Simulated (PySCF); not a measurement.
# Where does acrylamide take a proton?

Parent: acrylamide, `C=CC(N)=O` (C3H5NO). Optimised structure (Å), atoms numbered from 1:
```
C    -1.7629   -0.2037    0.3716
C    -0.5658   -0.4096   -0.1776
C     0.5963    0.4483    0.2084
N     1.7551    0.1519   -0.4403
O     0.5165    1.3387    1.0312
H    -1.8808    0.5995    1.1056
H    -2.6313   -0.8131    0.1104
H    -0.4128   -1.2044   -0.9162
H     1.8238   -0.5922   -1.1178
H     2.5786    0.6952   -0.2191
```

These are calculated values, ωB97X-D3(BJ)/def2-TZVP in PySCF (grid level 2) at geometries from PBE0-D3(BJ)/def2-SVP. ωB97X-D3(BJ) is ωB97X-V with D3(BJ) in place of VV10. Thermal corrections: PBE0-D3(BJ)/def2-SVP frequencies, unscaled, ideal gas at 298.15 K and 1 bar, quasi-RRHO entropy.

```tsv
site	product	PA / kJ/mol	GB / kJ/mol	gas share	above best in dichloromethane / kJ/mol	above best in acetonitrile / kJ/mol
O5 (amide oxygen)	C=CC(N)=[OH+]	876	842	> 99.9 %	0.0	0.0
N4 (amide nitrogen)	C=CC([NH3+])=O	816	786	< 0.1 %	31.3	28.1
```

PA is −ΔH and GB is −ΔG of B + H⁺ → BH⁺ in the gas phase. Shares are Boltzmann weights among the listed products; an error of 10 kJ/mol changes a ratio about 56-fold. Sites whose products fell apart, merged with another or lost in a GFN2-xTB screen aren't listed. Values in solvent are IEF-PCM free energies relative to the most favourable product.

Among these, O5 (amide oxygen) wins by 56 kJ/mol in gas-phase free energy over N4.

In dichloromethane the product from O5 is solvated 209 kJ/mol more strongly than the parent (electrostatics only).

In acetonitrile the product from O5 is solvated 228 kJ/mol more strongly than the parent (electrostatics only).

Measured values (NIST Chemistry WebBook, evaluated or the median of agreeing entries): proton affinity (−ΔH) 871 kJ/mol (computed 876, difference 5); gas-phase basicity (−ΔG) 840 kJ/mol (computed 842, difference 2). These are compared with the most favourable site that keeps the skeleton.

Run with `OMP_NUM_THREADS=1 python redox_run.py task.json out` on 1 thread of Arm Neoverse V2, a shared host. Structures, frequencies and single points: 6.5 min of wall time.
